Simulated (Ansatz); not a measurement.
# Rhodium, fcc: HSE06 after PBE

Aim: see what exact exchange does to the levels, and what it costs. Spin polarisation is left out. The cell comes from an earlier PBE relaxation. Exact exchange is dear, so the k-mesh is coarse, and PBE is run on the same mesh for comparison.

Program: Ansatz 0.2.0. Level of theory: DFT, plane waves (420 eV) with PBE-made PAW files, scalar-relativistic; functionals as named at each step. These are calculated values, not measurements.

## (1) The starting structure

The structure is cubic, space group Fm-3m (No. 225). Conventional cell: a = 3.832 Å, b = 3.832 Å, c = 3.832 Å, α = 90.00°, β = 90.00°, γ = 90.00°. Rh (site symmetry m-3m) is surrounded by 12 Rh at 2.71 Å.

Structure file:

```
Rh
1.0
     0.00000    1.91606    1.91606
     1.91606    0.00000    1.91606
     1.91606    1.91606    0.00000
Rh
1
Cartesian
  0.0000 0.0000 0.0000
```

## (2) PBE, coarse mesh

The run with PBE.

The input, input.yaml:

```yaml
crystal:
  lattice:
    - [0.0, 1.9160595465, 1.9160595465]
    - [1.9160595465, 0.0, 1.9160595465]
    - [1.9160595465, 1.9160595465, 0.0]
  atoms:
    - { symbol: Rh, position: [0.0, 0.0, 0.0] }
hamiltonian:
  xc: pbe
  pseudopotentials:
    kind: paw
    azcp:
      Rh: "pseudopotentials/Rh.paw.azcp"
basis:
  ecutwfc: 420
  fft_grid_basis: typed
kpoints:
  mp_grid: { grid: [7, 7, 7], shift: [0, 0, 0] }
magnetization:
  spin_polarized: false
scf:
  occupations: { method: fermi_dirac, width: 0.1 }
```

## (3) HSE06 on the coarse mesh

The run with HSE06.

Changes to input.yaml since step 2:

```diff
@@ -8,3 +8,3 @@
 hamiltonian:
-  xc: pbe
+  xc: hse06
   pseudopotentials:
```

(Steps that only read results are left out.)

**Question.** What will these runs give? Wanted: PBE: gap; HSE06: gap.

The runs gave:

| quantity | value |
| --- | --- |
| PBE: gap | none (levels filled in part) |
| HSE06: gap | none (levels filled in part) |
| HSE06: SCF cycles, exchange loops | 15, 2 |
| HSE06: CPU time over that of PBE | 22 |

Neither PBE nor HSE06 shows a clean gap on this mesh. The hybrid took 22 times as much CPU time as PBE on the same settings. HSE06 needed 2 outer loops of the exchange operator. The total energies in the logs cannot be compared from one functional to another.
